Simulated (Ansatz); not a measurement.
**Magnesium, hcp: convergence with Methfessel-Paxton smearing**

Computed with Ansatz, r²SCAN, scalar-relativistic PAW, on the relaxed cell (a = 3.179 Å, c = 5.157 Å (c/a = 1.622); spin not included). Errors count from a run at 500 eV on a Γ-centred 19×19×10 mesh with Fermi-Dirac smearing of 0.1 eV, extrapolated to zero width. Fixed here: cutoff 500 eV, mesh 11×11×6. The SCF starts from atomic densities corrected by a trained network.

```json
{"width (eV)": "0.01", "E(σ→0) error (meV/atom)": "-11.5", "F error (meV/atom)": "-11.5", "P (GPa)": "0.03", "SCF iterations": "5"}
{"width (eV)": "0.03", "E(σ→0) error (meV/atom)": "-11.5", "F error (meV/atom)": "-11.5", "P (GPa)": "0.03", "SCF iterations": "5"}
{"width (eV)": "0.1", "E(σ→0) error (meV/atom)": "-11.6", "F error (meV/atom)": "-11.6", "P (GPa)": "0.01", "SCF iterations": "5"}
{"width (eV)": "0.2", "E(σ→0) error (meV/atom)": "-11.6", "F error (meV/atom)": "-11.2", "P (GPa)": "-0.01", "SCF iterations": "6"}
{"width (eV)": "0.3", "E(σ→0) error (meV/atom)": "-11.1", "F error (meV/atom)": "-10.2", "P (GPa)": "-0.03", "SCF iterations": "6"}
{"width (eV)": "0.6", "E(σ→0) error (meV/atom)": "-7.6", "F error (meV/atom)": "-5.3", "P (GPa)": "-0.02", "SCF iterations": "6"}
{"width (eV)": "1.0", "E(σ→0) error (meV/atom)": "-2.9", "F error (meV/atom)": "-0.3", "P (GPa)": "0.03", "SCF iterations": "6"}
```
